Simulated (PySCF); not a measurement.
# Basis-set dependence of SiCl⁻ at CCSD(T)

PySCF, UHF reference; triplet, unpaired electrons π ↑↑; De to Si + Cl⁻ without counterpoise correction. Frozen cores follow the default of each basis and core potential.

```csv
basis,relativity,functions,Re (Å),ωe (cm⁻¹),De (eV),frozen orbitals
def2-SVPD,no relativity,51,2.351,309,1.53,10
aug-pcseg-1,no relativity,54,2.316,321,1.69,10
def2-TZVPPD,no relativity,99,2.264,355,1.91,10
```

**Question.** How does each smaller set differ from the one with most functions, def2-TZVPPD?

**Answer.** def2-SVPD: +8.7 pm, -13.0 % in ωe, -0.38 eV in De; aug-pcseg-1: +5.2 pm, -9.6 % in ωe, -0.22 eV in De. All at CCSD(T); the set with most functions is neither the basis-set limit nor always the best.

Correlated steps freeze 10 core orbitals. Correlated levels converge slowly with the basis: in double zeta they bind strong bonds too weakly, by up to about 1 eV, and carry superposition errors of some tenths. For an ion De counts to the pair picked by the measured ionisation energies or electron affinities, which need not be the lowest pair at this level. The state is the lowest determinant that a PBE0 search found; another state may lie lower at other levels.
